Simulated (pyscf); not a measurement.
7 gas-phase steps of one pattern: four-centre exchange on the singlet surface, Al–H + H–P or As–H + Ga–H or Ga–H + H–P or H–In + H–Sb broken and Al–P + H–H or As–Ga + H–H or Ga–P + H–H or H–H + In–Sb formed. Optimised with ωB97X-D3(BJ)/def2-SVP in PySCF. Electronic energies in eV, from the separated reactants; ΔE‡ at ωB97M-D3(BJ)/def2-TZVP, beside the barrier at r²SCAN/def2-TZVP on the same structures. Rows were drawn at random from the steps of this pattern with a verified saddle, stable references and no exit in the data more than 5 kcal/mol lower.

```tsv
row	step	ΔE‡(r²SCAN)	ΔE‡
1	SbH₃ + InH₃ → H₂In–SbH₂ + H₂	0.57	0.92
2	H₃Si–AsH–SiH₃ + GaH₃ → H₃Si–As(SiH₃)–GaH₂ + H₂	0.33	0.67
3	H₃Si–AsH₂ + GaH₃ -> H₃Si–AsH–GaH₂ + H₂	0.42	0.78
4	H₃Si–PH–SiH₃ + GaH₃ → H₃Si–P(SiH₃)–GaH₂ + H₂	0.43	0.79
5	H₂Ga–AsH₂ + AsH₃ → H₂As–GaH–AsH₂ + H₂	0.67	0.98
6	H₂P–GeH₃ + GaH₃ → H₂Ga–PH–GeH₃ + H₂	0.59	0.97
7	H₂Al–PH₂ + PH₃ → H₂P–AlH–PH₂ + H₂	0.57	?
```

Task: Fit ΔE‡ = a + b·ΔE‡(r²SCAN) to the other rows and predict row 7.

Result: Over the 6 complete rows the means are +0.50 (ΔE‡(r²SCAN)) and 0.85 (ΔE‡); least squares gives b = 0.95 and a = 0.38 eV, with residuals of 0.02 eV (root mean square; largest 0.04, row 5). For row 7: 0.38 + 0.95 × (+0.57) = 0.92 eV. The computed barrier is 0.87 eV, 0.05 under the line. The line follows the complete rows closely. Each barrier is that of the saddle found. Elements up to Kr have no core potential and no relativistic terms here. Elements past Kr carry the def2 core potentials, without spin-orbit coupling.
